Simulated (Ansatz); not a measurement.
Density of states of TiZn3 (Pm-3m, a = 3.879 Å, b = 3.879 Å, c = 3.879 Å, α = 90.00°, β = 90.00°, γ = 90.00°), in states per eV and primitive cell, averaged over bins of 0.5 eV. Theory: DFT r2SCAN, scalar-relativistic, plane waves, PAW in Ansatz 0.2.0.

Cutoff 500 eV; k points 10×10×10 on the computed 4-atom cell (Γ-centred); Gaussian smearing, width 0.10 eV; no spin polarisation.

The cell is relaxed at this level. The states (both spins) are summed by tetrahedra on a 15×15×15 mesh at the self-consistent density. Energies are bin centres; the table starts no lower than −8 eV and ends at 6 eV, or lower where the solved bands end.

It is a metal at this level.

```csv
E − E_F (eV),total,Zn 3d,Ti 3d,Zn 4s,Ti 4s
-7.80,15.11,13.83,0.20,0.84,0.19
-7.30,23.75,23.00,0.15,0.37,0.15
-6.80,21.03,20.58,0.07,0.30,0.04
-6.30,1.35,0.81,0.05,0.42,0.05
-5.80,0.78,0.17,0.08,0.43,0.08
-5.30,0.66,0.12,0.06,0.35,0.11
-4.80,0.72,0.10,0.07,0.37,0.14
-4.30,0.92,0.11,0.11,0.45,0.20
-3.80,0.90,0.09,0.11,0.47,0.15
-3.30,1.12,0.11,0.15,0.65,0.09
-2.80,1.32,0.11,0.28,0.66,0.09
-2.30,1.22,0.08,0.36,0.50,0.10
-1.80,1.49,0.06,0.51,0.38,0.14
-1.30,1.82,0.06,0.80,0.27,0.10
-0.80,2.41,0.06,1.41,0.16,0.08
-0.30,3.42,0.07,2.44,0.07,0.06
0.20,2.17,0.04,1.67,0.02,0.02
0.70,1.33,0.03,1.08,0.02,0.01
1.20,1.10,0.02,0.86,0.01,0.01
1.70,3.03,0.03,2.52,0.09,0.09
2.20,3.73,0.05,2.65,0.18,0.28
2.70,2.47,0.03,1.28,0.20,0.21
3.20,1.40,0.01,0.51,0.14,0.07
3.70,0.83,0.00,0.21,0.14,0.03
4.20,2.40,0.01,0.79,0.88,0.17
4.70,1.91,0.01,0.42,0.56,0.12
5.20,1.60,0.01,0.23,0.37,0.08
5.70,1.55,0.01,0.18,0.32,0.06
```

The columns after the total are the Löwdin projections on the occupied valence shells of the potentials. The rest of the total lies in shells that are empty in the free atom, which aren't projected, and between the atoms.

Spin polarisation was left out, and a magnetic state may lie lower.

Cost: 1 run of about 1 core-minutes, on Intel Xeon Platinum 8259CL (Skylake/Cascade Lake) (shared hosts).